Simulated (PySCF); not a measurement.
Two structures of CH6SSi, singlet, reached by relaxing down either side of one saddle point (PBE0-D4/def2-TZVP). Energies are electronic, without zero-point energy. PySCF 2.14 with density fitting (its default auxiliary sets; JK sets also for MP2 and CCSD(T)); basis: def2-TZVPP and def2-QZVPP; cores frozen in the correlated methods. Extrapolation: Hartree–Fock as exp(−7.88 √X), correlation as X^−2.97. First:

```
9
angstrom
Si -0.6273 -0.4677 -0.1210
C 0.2378 1.0271 0.5822
S 0.7343 -2.0419 -0.6305
H 1.3795 -1.3310 -1.5710
H -1.4260 -0.0755 -1.3127
H -1.5268 -1.0936 0.8811
H -0.4913 1.7931 0.8600
H 0.8155 0.7575 1.4684
H 0.9204 1.4602 -0.1527
```

Second:

```xyz
9
angstrom
Si -1.3914 -1.1887 0.0988
C 1.1022 0.9943 -0.0663
S -0.8076 -2.8815 -0.6441
H 1.2124 -0.0025 -0.4972
H -2.1491 -0.1497 -0.6442
H -1.1967 -0.7609 1.5067
H 0.0909 1.3720 -0.2286
H 1.3143 0.9575 1.0014
H 1.8053 1.6667 -0.5569
```

(1) Which bonds change from the first to the second?

(2) Give the saddle point's structure and its height above each. (Judge from chemistry; the value comes from the calculation.)

T1 diagnostic: at most 0.017.

## Answers

(1) CH₆SSi ([CH3][SiH2][SH]) → SiH₂S ([SiH2][S]) + CH₄; bonds formed: C2–H4; bonds broken: Si1–C2, S3–H4.

(2) By the calculation: 56.20 kcal/mol above the first and 31.25 kcal/mol above the second (CCSD(T) at an estimated basis limit (MP2 extrapolated from triple and quadruple zeta, plus CCSD(T) − MP2 in triple zeta)).
Si1  (-0.841, -0.715, 0.087)
C2  (0.633, 0.766, 0.045)
S3  (0.166, -2.183, -0.872)
H4  (0.709, -0.472, -0.497)
H5  (-1.975, -0.006, -0.564)
H6  (-1.057, -0.713, 1.557)
H7  (-0.121, 1.553, -0.047)
H8  (1.112, 0.780, 1.022)
H9  (1.374, 0.991, -0.731)
(Å)

Labels in which every atom is bracketed show which atoms are joined, not bond orders.

For scale, one of the runs: CCSD(T)/def2-TZVPP, 199 basis functions, launched by `OMP_NUM_THREADS=4 python run.py`. The run took 5.2 min on 4 CPU threads of an Arm Neoverse V1 (shared host), with 2.1 GiB of host memory at its peak.
